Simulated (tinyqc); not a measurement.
Inside a calculation (part 1 of 2). Method: UHF in the sto-3g basis, for H2O, spin multiplicity 3. Computed by tinyqc, a small Python program that keeps every step (integrals from PySCF). Settings: charge = 0, multiplicity = 3, basis = sto-3g, energy threshold = 1e-08, iteration cap = 86, orthogonalisation = symmetric, start = random, DIIS depth = 4, damping = 0.5, method = UHF. Command: `OMP_NUM_THREADS=1 python tinyqc.py 27429 27430 out.jsonl` (the two numbers bound the seeds that draw the settings). One thread of a shared host (Intel(R) Xeon(R) Processor @ 2.60GHz), about 0.1 s of CPU time with the checks. Later iterations appear only in the table of the cycle.

## One-electron integrals

Geometry (angstrom):

| atom | x | y | z |
|---|---|---|---|
| O | 0.000000 | 0.000000 | 0.000000 |
| H | 0.000000 | 0.763000 | 0.461000 |
| H | 0.000000 | -0.763000 | 0.461000 |

Basis sto-3g: exponents (1/bohr^2) and contraction coefficients of normalised primitives:

| element | l (shell) | exponent | coefficient |
|---|---|---|---|
| O | s (1) | 130.709320 | 0.154329 |
| O | s (1) | 23.808861 | 0.535328 |
| O | s (1) | 6.443608 | 0.444635 |
| O | s (2) | 5.033151 | -0.099967 |
| O | s (2) | 1.169596 | 0.399513 |
| O | s (2) | 0.380389 | 0.700115 |
| O | p (3) | 5.033151 | 0.155916 |
| O | p (3) | 1.169596 | 0.607684 |
| O | p (3) | 0.380389 | 0.391957 |
| H | s (1) | 3.425251 | 0.154329 |
| H | s (1) | 0.623914 | 0.535328 |
| H | s (1) | 0.168855 | 0.444635 |

Overlap, kinetic and nuclear-attraction integrals over the contracted functions; the nuclear repulsion is the sum of Za Zb / Rab.

nuclear repulsion = 9.84455703 hartree

overlap S, lower triangle:
```
           1O 1s     1O 2s    1O 2px     1O 2py    1O 2pz     2H 1s     3H 1s
1O 1s   1.000000
1O 2s   0.236704  1.000000
1O 2px  0.000000  0.000000  1.000000
1O 2py  0.000000  0.000000  0.000000   1.000000
1O 2pz  0.000000  0.000000  0.000000   0.000000  1.000000
2H 1s   0.063034  0.518877  0.000000   0.355368  0.214711  1.000000
3H 1s   0.063034  0.518877  0.000000  -0.355368  0.214711  0.247370  1.000000
```

kinetic energy T (hartree), lower triangle:
```
            1O 1s     1O 2s    1O 2px     1O 2py    1O 2pz     2H 1s     3H 1s
1O 1s   29.003200
1O 2s   -0.168011  0.808128
1O 2px   0.000000  0.000000  2.528731
1O 2py   0.000000  0.000000  0.000000   2.528731
1O 2pz   0.000000  0.000000  0.000000   0.000000  2.528731
2H 1s    0.003055  0.162654  0.000000   0.288679  0.174418  0.760032
3H 1s    0.003055  0.162654  0.000000  -0.288679  0.174418  0.007523  0.760032
```

nuclear attraction V (hartree), lower triangle:
```
             1O 1s       1O 2s      1O 2px      1O 2py      1O 2pz      2H 1s      3H 1s
1O 1s   -61.805678
1O 2s    -7.464100  -10.215546
1O 2px    0.000000    0.000000  -10.045453
1O 2py    0.000000    0.000000    0.000000  -10.258839
1O 2pz   -0.018511   -0.211576    0.000000    0.000000  -10.123350
2H 1s    -2.050435   -4.333139    0.000000   -2.657624   -1.672938  -6.097586
3H 1s    -2.050435   -4.333139    0.000000    2.657624   -1.672938  -1.689028  -6.097586
```

core Hamiltonian H = T + V (hartree), lower triangle:
```
             1O 1s      1O 2s     1O 2px     1O 2py     1O 2pz      2H 1s      3H 1s
1O 1s   -32.802478
1O 2s    -7.632111  -9.407418
1O 2px    0.000000   0.000000  -7.516722
1O 2py    0.000000   0.000000   0.000000  -7.730108
1O 2pz   -0.018511  -0.211576   0.000000   0.000000  -7.594618
2H 1s    -2.047380  -4.170485   0.000000  -2.368945  -1.498520  -5.337554
3H 1s    -2.047380  -4.170485   0.000000   2.368945  -1.498520  -1.681505  -5.337554
```

## Two-electron integrals

Functions are numbered as in S; the eight-fold symmetry (ij|kl) = (ji|kl) = (kl|ij) leaves the list below.

Two-electron integrals (ij|kl) in chemists' order, unique and non-zero (hartree):
```
(11|11) 4.785065    (21|11) 0.741380    (21|21) 0.136873    (22|11) 1.118947
(22|21) 0.256633    (22|22) 0.817206    (31|31) 0.024477    (32|31) 0.037809
(32|32) 0.180518    (33|11) 1.115814    (33|21) 0.256684    (33|22) 0.817023
(33|33) 0.880159    (41|41) 0.024477    (42|41) 0.037809    (42|42) 0.180518
(43|43) 0.047444    (44|11) 1.115814    (44|21) 0.256684    (44|22) 0.817023
(44|33) 0.785270    (44|44) 0.880159    (51|51) 0.024477    (52|51) 0.037809
(52|52) 0.180518    (53|53) 0.047444    (54|54) 0.047444    (55|11) 1.115814
(55|21) 0.256684    (55|22) 0.817023    (55|33) 0.785270    (55|44) 0.785270
(55|55) 0.880159    (61|11) 0.201031    (61|21) 0.036760    (61|22) 0.068346
(61|33) 0.068220    (61|41) 0.001429    (61|42) 0.002661    (61|44) 0.068502
(61|51) 0.000864    (61|52) 0.001608    (61|54) 0.000170    (61|55) 0.068323
(61|61) 0.009998    (62|11) 0.451304    (62|21) 0.104638    (62|22) 0.364535
(62|33) 0.358684    (62|41) 0.006638    (62|42) 0.049030    (62|44) 0.371299
(62|51) 0.004011    (62|52) 0.029624    (62|54) 0.007622    (62|55) 0.363289
(62|61) 0.028562    (62|62) 0.195233    (63|31) 0.011397    (63|32) 0.064690
(63|43) 0.010389    (63|53) 0.006277    (63|63) 0.029076    (64|11) 0.263947
(64|21) 0.062041    (64|22) 0.230940    (64|33) 0.220279    (64|41) 0.014890
(64|42) 0.094494    (64|44) 0.249082    (64|51) 0.002110    (64|52) 0.018007
(64|54) 0.011126    (64|55) 0.223209    (64|61) 0.017744    (64|62) 0.150262
(64|64) 0.143546    (65|11) 0.159475    (65|21) 0.037485    (65|22) 0.139532
(65|33) 0.133091    (65|41) 0.002110    (65|42) 0.018007    (65|44) 0.137940
(65|51) 0.012672    (65|52) 0.075570    (65|54) 0.013318    (65|55) 0.147415
(65|61) 0.010721    (65|62) 0.090787    (65|64) 0.069162    (65|65) 0.070864
(66|11) 0.564649    (66|21) 0.133031    (66|22) 0.527463    (66|33) 0.505986
(66|41) 0.011726    (66|42) 0.115941    (66|44) 0.552734    (66|51) 0.007085
(66|52) 0.070051    (66|54) 0.028245    (66|55) 0.523052    (66|61) 0.036705
(66|62) 0.343118    (66|64) 0.302066    (66|65) 0.182506    (66|66) 0.774606
(71|11) 0.201031    (71|21) 0.036760    (71|22) 0.068346    (71|33) 0.068220
(71|41) -0.001429   (71|42) -0.002661   (71|44) 0.068502    (71|51) 0.000864
(71|52) 0.001608    (71|54) -0.000170   (71|55) 0.068323    (71|61) 0.009822
(71|62) 0.027551    (71|64) 0.015544    (71|65) 0.010345    (71|66) 0.034853
(71|71) 0.009998    (72|11) 0.451304    (72|21) 0.104638    (72|22) 0.364535
(72|33) 0.358684    (72|41) -0.006638   (72|42) -0.049030   (72|44) 0.371299
(72|51) 0.004011    (72|52) 0.029624    (72|54) -0.007622   (72|55) 0.363289
(72|61) 0.027551    (72|62) 0.157904    (72|64) 0.083470    (72|65) 0.071258
(72|66) 0.228593    (72|71) 0.028562    (72|72) 0.195233    (73|31) 0.011397
(73|32) 0.064690    (73|43) -0.010389   (73|53) 0.006277    (73|63) 0.022711
(73|73) 0.029076    (74|11) -0.263947   (74|21) -0.062041   (74|22) -0.230940
(74|33) -0.220279   (74|41) 0.014890    (74|42) 0.094494    (74|44) -0.249082
(74|51) -0.002110   (74|52) -0.018007   (74|54) 0.011126    (74|55) -0.223209
(74|61) -0.015544   (74|62) -0.083470   (74|64) -0.021820   (74|65) -0.036758
(74|66) -0.105597   (74|71) -0.017744   (74|72) -0.150262   (74|74) 0.143546
(75|11) 0.159475    (75|21) 0.037485    (75|22) 0.139532    (75|33) 0.133091
(75|41) -0.002110   (75|42) -0.018007   (75|44) 0.137940    (75|51) 0.012672
(75|52) 0.075570    (75|54) -0.013318   (75|55) 0.147415    (75|61) 0.010345
(75|62) 0.071258    (75|64) 0.036758    (75|65) 0.054372    (75|66) 0.113234
(75|71) 0.010721    (75|72) 0.090787    (75|74) -0.069162   (75|75) 0.070864
(76|11) 0.170394    (76|21) 0.039768    (76|22) 0.147577    (76|33) 0.144745
(76|44) 0.148146    (76|51) 0.002519    (76|52) 0.021154    (76|55) 0.149690
(76|61) 0.010706    (76|62) 0.075665    (76|64) 0.050153    (76|65) 0.039561
(76|66) 0.131660    (76|71) 0.010706    (76|72) 0.075665    (76|74) -0.050153
(76|75) 0.039561    (76|76) 0.034534    (77|11) 0.564649    (77|21) 0.133031
(77|22) 0.527463    (77|33) 0.505986    (77|41) -0.011726   (77|42) -0.115941
(77|44) 0.552734    (77|51) 0.007085    (77|52) 0.070051    (77|54) -0.028245
(77|55) 0.523052    (77|61) 0.034853    (77|62) 0.228593    (77|64) 0.105597
(77|65) 0.113234    (77|66) 0.340487    (77|71) 0.036705    (77|72) 0.343118
(77|74) -0.302066   (77|75) 0.182506    (77|76) 0.131660    (77|77) 0.774606
```

## Orthogonalisation

S = U s U^T; symmetric (Loewdin) form X = U s^(-1/2) U^T, so that X^T S X = 1.

eigenvalues of S: 0.302214  0.358753  0.897516  1.000000  1.074211  1.393877  1.973428

X, lower triangle:
```
            1O 1s      1O 2s    1O 2px     1O 2py     1O 2pz      2H 1s     3H 1s
1O 1s    1.024498
1O 2s   -0.147373   1.311832
1O 2px   0.000000   0.000000  1.000000
1O 2py   0.000000   0.000000  0.000000   1.159999
1O 2pz  -0.009976   0.117687  0.000000   0.000000   1.047777
2H 1s    0.023571  -0.345467  0.000000  -0.282390  -0.140679   1.261873
3H 1s    0.023571  -0.345467  0.000000   0.282390  -0.140679  -0.094696  1.261873
```

## Starting guess

The start is random orthonormal orbitals; D(s) = C_occ C_occ^T for each spin.

D(alpha) at the start, lower triangle:
```
            1O 1s      1O 2s     1O 2px     1O 2py     1O 2pz      2H 1s     3H 1s
1O 1s    1.072080
1O 2s   -0.366299   1.949045
1O 2px   0.018545   0.188925   0.226123
1O 2py  -0.008004  -0.081541   0.334010   1.360925
1O 2pz  -0.052091   0.300551   0.310550  -0.134036   1.026745
2H 1s    0.113408  -0.780357  -0.393595  -0.540775  -0.194542   1.620545
3H 1s    0.102052  -0.896045   0.080285   0.676001  -0.384706  -0.138207  1.812399
```

D(beta) at the start, lower triangle:
```
            1O 1s      1O 2s     1O 2px     1O 2py     1O 2pz      2H 1s     3H 1s
1O 1s    0.851089
1O 2s   -0.630099   0.564575
1O 2px  -0.053819  -0.039901   0.183457
1O 2py  -0.179973  -0.206892   0.288344   1.221131
1O 2pz   0.042186  -0.021299   0.283570  -0.028210   0.810104
2H 1s    0.397908  -0.207685  -0.269396  -0.336802  -0.221258   1.203500
3H 1s   -0.142578   0.003624   0.158888   0.396583   0.203642  -0.082947  0.213858
```

## Iteration 1: building the Fock matrix

J_ij = sum D_kl (ij|kl) with D = D(alpha) + D(beta), K_ij = sum D_kl (ik|jl) for each spin; F = H + J - K(s); E = tr D H + tr D J / 2 - 0.5 sum_s tr D(s) K(s) + E_nn.

Coulomb J (hartree), lower triangle:
```
            1O 1s      1O 2s     1O 2px     1O 2py    1O 2pz     2H 1s     3H 1s
1O 1s   15.860838
1O 2s    3.019513   7.758773
1O 2px  -0.000119  -0.003698   7.605972
1O 2py  -0.016534  -0.003893   0.040310   7.872050
1O 2pz   0.016251   0.160139   0.051055   0.003955  7.776243
2H 1s    0.810432   3.545811   0.011174   2.300365  1.442666  5.518788
3H 1s    0.812528   3.510092  -0.003201  -2.249144  1.416831  1.453916  5.309120
```

exchange K(alpha) (hartree), lower triangle:
```
            1O 1s      1O 2s    1O 2px     1O 2py    1O 2pz     2H 1s     3H 1s
1O 1s    4.908100
1O 2s    0.824862   1.319157
1O 2px   0.051838   0.061274  0.511694
1O 2py  -0.014335  -0.011496  0.168826   1.177027
1O 2pz  -0.017625   0.016415  0.214934  -0.055531  1.106519
2H 1s    0.228258   0.612248  0.004635   0.376798  0.237879  0.915669
3H 1s    0.227413   0.610274  0.024745  -0.383914  0.232675  0.249995  0.932217
```

exchange K(beta) (hartree), lower triangle:
```
            1O 1s      1O 2s     1O 2px     1O 2py    1O 2pz     2H 1s     3H 1s
1O 1s    3.367788
1O 2s    0.186626   0.736470
1O 2px  -0.081919  -0.102439   0.334348
1O 2py  -0.114813  -0.115764   0.141317   1.007408
1O 2pz   0.085174   0.057583   0.220731  -0.051964  0.897083
2H 1s    0.104222   0.480313  -0.032683   0.326178  0.209295  0.818965
3H 1s    0.008817   0.402177  -0.008266  -0.266163  0.262017  0.225212  0.395778
```

F(alpha) (hartree), lower triangle:
```
             1O 1s      1O 2s     1O 2px     1O 2py     1O 2pz      2H 1s      3H 1s
1O 1s   -21.849741
1O 2s    -5.437460  -2.967802
1O 2px   -0.051957  -0.064972  -0.422443
1O 2py   -0.002199   0.007602  -0.128516  -1.035085
1O 2pz    0.015365  -0.067853  -0.163879   0.059487  -0.924895
2H 1s    -1.465206  -1.236922   0.006540  -0.445378  -0.293733  -0.734436
3H 1s    -1.462265  -1.270668  -0.027946   0.503715  -0.314364  -0.477584  -0.960651
```

F(beta) (hartree), lower triangle:
```
             1O 1s      1O 2s     1O 2px     1O 2py     1O 2pz      2H 1s      3H 1s
1O 1s   -20.309428
1O 2s    -4.799224  -2.385115
1O 2px    0.081800   0.098741  -0.245098
1O 2py    0.098280   0.111870  -0.101007  -0.865466
1O 2pz   -0.087433  -0.109020  -0.169677   0.055919  -0.715458
2H 1s    -1.341170  -1.104987   0.043857  -0.394759  -0.265149  -0.637731
3H 1s    -1.243668  -1.062570   0.005065   0.385964  -0.343706  -0.452801  -0.424213
```

total energy of this density = -65.00297238 hartree

This density is the starting one.

## Iteration 1: diagonalisation and new density

Diagonalise F' = X^T F X, C = X C', fill 6 alpha and 4 beta electrons from the bottom; D(s) = C_occ C_occ^T; the new density keeps 0.5 of the old one (damping). Each column has its largest component positive (the first on a tie).

F' = X^T F X (alpha) (hartree), lower triangle:
```
            1          2          3          4          5          6          7
1  -21.481669
2   -2.689254  -1.805801
3   -0.042525  -0.089466  -0.422443
4   -0.002198   0.005447  -0.158817  -0.830020
5    0.004508   0.059831  -0.175825   0.065597  -0.861318
6   -0.288462  -0.493747   0.091466  -0.348122  -0.198987  -0.088098
7   -0.286046  -0.453279  -0.027901   0.335181  -0.159484  -0.115600  -0.380607
```

orbital energies (alpha) (hartree): MO1 -21.853996, MO2 -1.722272, MO3 -1.102453, MO4 -0.966341, MO5 -0.413221, MO6 -0.088206, MO7 0.276533

coefficients C (alpha):
```
              MO1        MO2        MO3        MO4        MO5        MO6        MO7
1O 1s    0.996094  -0.252860  -0.020736   0.038047  -0.020552   0.100844   0.062554
1O 2s    0.018140   1.001898   0.118485  -0.191016   0.175427  -0.801961  -0.516331
1O 2px   0.002474   0.053027   0.107285   0.296625   0.907092   0.035222   0.271348
1O 2py   0.000080  -0.003068   0.832319   0.191112   0.028503   0.531623  -0.701685
1O 2pz   0.000986   0.098861  -0.204523   0.892581  -0.160974  -0.416485  -0.322009
2H 1s   -0.003850  -0.004433   0.093488   0.087524  -0.423880   0.174594   1.262591
3H 1s   -0.003970   0.040545  -0.232743   0.053790   0.044711   1.294094  -0.292109
```

F' = X^T F X (beta) (hartree), lower triangle:
```
            1          2          3          4          5          6         7
1  -20.028469
2   -2.274569  -1.214395
3    0.072098   0.080607  -0.245098
4    0.124870   0.152808  -0.128122  -0.665551
5   -0.093346   0.082471  -0.173861   0.052944  -0.629232
6   -0.342953  -0.568167   0.075072  -0.385493  -0.183927   0.009537
7   -0.160911  -0.544645  -0.034599   0.340687  -0.290210  -0.167327  0.288353
```

orbital energies (beta) (hartree): MO1 -20.311987, MO2 -1.380853, MO3 -0.898087, MO4 -0.782954, MO5 -0.191914, MO6 0.463417, MO7 0.617523

coefficients C (beta):
```
              MO1        MO2        MO3        MO4        MO5        MO6        MO7
1O 1s    1.000004  -0.226232  -0.022340   0.041301  -0.036367   0.107358   0.079265
1O 2s   -0.000212   0.902300   0.058856  -0.235915   0.239663  -0.842127  -0.596058
1O 2px  -0.004107  -0.066805   0.091514   0.323987   0.923164   0.157510  -0.071670
1O 2py  -0.010708  -0.190278   0.877179   0.064587   0.021881  -0.578867   0.599654
1O 2pz   0.004477   0.115052  -0.088241   0.887438  -0.248137  -0.418863  -0.325206
2H 1s    0.007875   0.121383   0.228158   0.045657  -0.266145   1.272831  -0.246697
3H 1s   -0.008135   0.052204  -0.023567   0.149288   0.036853   0.119529   1.333960
```

D(alpha) after iteration 1, lower triangle:
```
            1O 1s      1O 2s     1O 2px     1O 2py     1O 2pz     2H 1s     3H 1s
1O 1s    1.070346
1O 2s   -0.347886   1.838807
1O 2px   0.000785   0.164515   0.576247
1O 2py   0.017945  -0.221921   0.262206   1.186824
1O 2pz  -0.038299   0.255326   0.198963  -0.179992   1.037211
2H 1s    0.069202  -0.502444  -0.368098  -0.182743  -0.070232  0.923569
3H 1s    0.112150  -0.961657   0.079774   0.590843  -0.415628  0.025783  1.773900
```

D(beta) after iteration 1, lower triangle:
```
            1O 1s      1O 2s     1O 2px     1O 2py     1O 2pz      2H 1s     3H 1s
1O 1s    0.952241
1O 2s   -0.422749   0.718920
1O 2px  -0.015738  -0.085613   0.150640
1O 2py  -0.082281  -0.171094   0.201149   1.015533
1O 2pz   0.029629  -0.066021   0.277654  -0.035118   0.809347
2H 1s    0.187555  -0.047753  -0.120933  -0.078449  -0.093436   0.636218
3H 1s   -0.077916   0.007061   0.100822   0.187853   0.172088  -0.037617  0.119746
```

## Iteration 2: building the Fock matrix

As before.

Coulomb J (hartree), lower triangle:
```
            1O 1s      1O 2s     1O 2px     1O 2py    1O 2pz     2H 1s     3H 1s
1O 1s   16.752282
1O 2s    3.176205   8.026554
1O 2px  -0.001796  -0.012549   7.907851
1O 2py  -0.015030  -0.043948   0.030054   8.107565
1O 2pz   0.012020   0.121889   0.041354  -0.009958  8.041355
2H 1s    0.852366   3.595280   0.005242   2.281464  1.428017  5.378648
3H 1s    0.854449   3.615968  -0.005487  -2.322847  1.439320  1.472511  5.425304
```

exchange K(alpha) (hartree), lower triangle:
```
            1O 1s      1O 2s     1O 2px     1O 2py    1O 2pz     2H 1s     3H 1s
1O 1s    4.915771
1O 2s    0.838213   1.376785
1O 2px   0.026388   0.042273   0.816679
1O 2py  -0.006846  -0.019305   0.115033   1.171583
1O 2pz  -0.008302   0.018803   0.125497  -0.049806  1.141807
2H 1s    0.233706   0.623298  -0.025672   0.372852  0.236953  0.755984
3H 1s    0.231862   0.631750   0.018004  -0.389076  0.234328  0.257150  0.937567
```

exchange K(beta) (hartree), lower triangle:
```
            1O 1s      1O 2s     1O 2px     1O 2py    1O 2pz     2H 1s     3H 1s
1O 1s    4.123742
1O 2s    0.498223   0.965011
1O 2px  -0.044759  -0.098551   0.353248
1O 2py  -0.059625  -0.070258   0.116348   1.035316
1O 2pz   0.043421   0.031496   0.228404  -0.040872  0.951006
2H 1s    0.166272   0.530609  -0.000228   0.339936  0.201145  0.681097
3H 1s    0.117159   0.479212  -0.011506  -0.294451  0.244351  0.220871  0.431620
```

F(alpha) (hartree), lower triangle:
```
             1O 1s      1O 2s     1O 2px     1O 2py     1O 2pz      2H 1s      3H 1s
1O 1s   -20.965966
1O 2s    -5.294119  -2.757649
1O 2px   -0.028185  -0.054822  -0.425549
1O 2py   -0.008184  -0.024643  -0.084978  -0.794125
1O 2pz    0.001811  -0.108490  -0.084143   0.039848  -0.695070
2H 1s    -1.428720  -1.198504   0.030914  -0.460334  -0.307457  -0.714891
3H 1s    -1.424793  -1.186267  -0.023491   0.435174  -0.293528  -0.466144  -0.849817
```

F(beta) (hartree), lower triangle:
```
             1O 1s      1O 2s     1O 2px     1O 2py     1O 2pz      2H 1s      3H 1s
1O 1s   -20.173937
1O 2s    -4.954129  -2.345874
1O 2px    0.042963   0.086002   0.037882
1O 2py    0.044596   0.026310  -0.086294  -0.657859
1O 2pz   -0.049913  -0.121183  -0.187050   0.030913  -0.504269
2H 1s    -1.361286  -1.105815   0.005470  -0.427418  -0.271648  -0.640003
3H 1s    -1.310089  -1.033729   0.006020   0.340549  -0.303551  -0.429865  -0.343870
```

total energy of this density = -69.51719055 hartree

This density is a damped mixture and is not idempotent.
